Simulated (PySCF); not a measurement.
**How the numerical set-up moves the result for AlH**

Which parts of the numerical set-up matter for AlH? Each run edits the base script.

Method: method and basis as typed in the scripts; program: PySCF 2.14.0.

1 further run of the same task is left out (it didn't finish).

### 1 The system as given

AlH: 2 atoms, charge 0, spin multiplicity 1.

Bond lengths: Al1–H2 1.515 Å.

### 2 The base run

Contents of input.py:

```python
from pyscf import gto, dft

mol = gto.M(
    atom='Al 0 0 0; H 0 0 1.515',
    basis='6-311++g**',
    charge=0,
    spin=0,
    verbose=4,
)
mf = dft.RKS(mol, xc='tpssh')
mf.kernel()
mf.dip_moment()
print('orbital energies (hartree):', mf.mo_energy[..., max(0, mol.nelec[1]-3):mol.nelec[0]+3].round(4))
```

On the command line:

```bash
OMP_NUM_THREADS=1 python input.py
```

The log of this run is left out.

Base result: E(SCF) = -242.984570 Eh, 7 cycles, μ = 0.55 D.

The bond length is a typed value, not an optimised one.

### 3 Integration grid (50, 194)

Run 1 changes integration grid: default → (50, 194).

Contents of input.py:

```python
from pyscf import gto, dft

mol = gto.M(
    atom='Al 0 0 0; H 0 0 1.515',
    basis='6-311++g**',
    charge=0,
    spin=0,
    verbose=4,
)
mf = dft.RKS(mol, xc='tpssh')
mf.grids.atom_grid = (50, 194)
mf.kernel()
mf.dip_moment()
print('orbital energies (hartree):', mf.mo_energy[..., max(0, mol.nelec[1]-3):mol.nelec[0]+3].round(4))
```

On the command line:

```bash
OMP_NUM_THREADS=1 python input.py
```

### 4 Jorge-dzp

Run 2 changes basis set: 6-311++g** → jorge-dzp.

Changes to input.py since step 2:

```diff
@@ -4,3 +4,3 @@
     atom='Al 0 0 0; H 0 0 1.515',
-    basis='6-311++g**',
+    basis='jorge-dzp',
     charge=0,
```

### 5 Integration grid (99, 590)

Run 3 changes integration grid: default → (99, 590).

Changes to input.py since step 2:

```diff
@@ -10,2 +10,3 @@
 mf = dft.RKS(mol, xc='tpssh')
+mf.grids.atom_grid = (99, 590)
 mf.kernel()
```

### 6 X2c-tzvpall (X2C on)

Run 4 changes basis set: 6-311++g** → x2c-tzvpall; spin-free X2C: off → on.

Changes to input.py since step 2:

```diff
@@ -4,3 +4,3 @@
     atom='Al 0 0 0; H 0 0 1.515',
-    basis='6-311++g**',
+    basis='x2c-tzvpall',
     charge=0,
@@ -10,2 +10,3 @@
 mf = dft.RKS(mol, xc='tpssh')
+mf = mf.sfx2c1e()
 mf.kernel()
```

### 7 6-31g*

Run 5 changes basis set: 6-311++g** → 6-31g*.

Changes to input.py since step 2:

```diff
@@ -4,3 +4,3 @@
     atom='Al 0 0 0; H 0 0 1.515',
-    basis='6-311++g**',
+    basis='6-31g*',
     charge=0,
```

**Question.** What will these runs give? Wanted: for each run, E(SCF); from base; gap; SCF dipole.

As calculated:

```
                       run  E(SCF) (hartree)  from base (eV)  cycles  gap (eV)  SCF dipole (D)  functions
                      base       -242.984570               0       7      3.16            0.55         37
integration grid (50, 194)       -242.984595         -0.0007       7      3.16            0.55         37
                 jorge-dzp       -242.981229         +0.0909       7      3.15            0.60         29
integration grid (99, 590)       -242.984570          0.0000       7      3.16            0.55         37
      x2c-tzvpall (X2C on)       -243.425613  not comparable       7      3.20            0.52         43
                    6-31g*       -242.964231         +0.5535       6      3.15            0.90         20
```

What this shows: The SCF energy stays the same, to the digits that matter, with integration grid (99, 590). Of the runs whose energies can be compared, “6-31g*” moves the SCF energy most (+0.553 eV). jorge-dzp (29 functions) gives an energy 0.09 eV higher than 6-311++g** (37). 6-31g* (20 functions) gives an energy 0.55 eV higher than 6-311++g** (37).
